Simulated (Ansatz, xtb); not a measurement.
**C4H5NS: which of two isomers lies lower**

We compare X, `Cc1nccs1`, a singlet, with Y, `Nc1ccsc1`, a singlet. Both are isolated molecules in the gas phase, relaxed with PBE-D3(BJ)/def2-SVP; the shapes shown needn't be the lowest conformers.

X (Å):

```csv
atom,x (Å),y (Å),z (Å)
C,-1.6202,0.3620,-0.2479
C,-0.7189,0.9077,0.8140
C,0.8737,2.1160,1.7807
C,0.4659,1.4281,2.9049
N,0.2052,1.8175,0.6192
S,-0.8234,0.3486,2.4904
H,-2.6900,0.5297,-0.0074
H,-1.4770,-0.7292,-0.3884
H,-1.3841,0.8755,-1.1981
H,1.6788,2.8652,1.7691
H,0.8460,1.4976,3.9311
```

Y (Å):

```tsv
atom	x (Å)	y (Å)	z (Å)
C	-0.6947	0.7056	0.9903
C	0.4542	1.5201	0.6875
C	0.8209	2.3428	1.7324
C	-1.1672	0.9483	2.2765
N	-1.1991	-0.2493	0.1045
S	-0.2119	2.1400	3.1028
H	-2.1562	-0.5471	0.3031
H	-1.0956	0.0002	-0.8813
H	0.9889	1.4822	-0.2723
H	1.6519	3.0572	1.7699
H	-2.0194	0.4787	2.7814
```

Energies in hartree; the thermal terms are from GFN2-xTB frequencies at re-optimised GFN2-xTB minima (ideal gas, soft modes damped towards free rotors, one conformer each, 298.15 K, 1 atm) and include the zero-point energy:

```
                              X           Y
E, CCSD(T)/def2-SVP  −606.968878  −606.955392
    E, MP2/def2-SVP  −606.892344  −606.880147
  E, MP2/def2-TZVPP  −607.459494  −607.452254
  zero-point energy     0.080726     0.080992
       H(298 K) − E     0.087506     0.087556
       G(298 K) − E     0.050870     0.051962
```

Question: Correct the CCSD(T) difference for the basis set by the MP2 change, then work out ΔE, ΔE₀, ΔH and ΔG for X → Y in kJ/mol (1 Eh = 2625.50 kJ/mol) and the equilibrium ratio [Y]/[X].

Answer: 1. Differences Y − X: CCSD(T) +0.013486, MP2 in the small set +0.012197, MP2 in the large set +0.007240 Eh.
2. ΔE = +0.013486 + (+0.007240 − (+0.012197)) = +0.008529 Eh = +22.39 kJ/mol.
3. ΔE₀ = ΔE + ΔZPE = +0.008529 + (+0.000266) Eh = +23.09 kJ/mol.
4. ΔH = ΔE + (+0.000050) Eh = +22.52 kJ/mol.
5. ΔG = ΔE + (+0.001092) Eh = +25.26 kJ/mol, so ΔS = (ΔH − ΔG)/T = −9.2 J/(mol K).
6. kT = 0.9442 mEh, so K = [Y]/[X] = exp(−ΔG/kT) = exp(−10.19) ≈ 3.8 × 10^−5.

Structure X is favoured at this temperature. An error of 4 kJ/mol in ΔG would change K by a factor of 5. The basis-set step is large, which makes the value less sure. Mirror images and further conformers aren't counted.

As drawn, Y has 1 C–N, 2 C∷C, 2 N–H in place of 1 C–C, 2 C∷N, 2 C–H (∷ is an aromatic bond).

Other levels gave ΔE = +53.4 (GFN2-xTB); +66.8 (HF/STO-3G, GFN2-xTB geometries); +24.3 (r2SCAN-D4/def2-SVP, GFN2-xTB geometries); +26.5 (PBE-D3(BJ)/def2-SVP); +24.0 (HF/def2-SVP); +32.0 (MP2/def2-SVP); +35.4 (CCSD(T)/def2-SVP) kJ/mol. The correlated steps freeze 10 core orbitals. Programs: Ansatz 0.2.0, xtb 6.7.1.
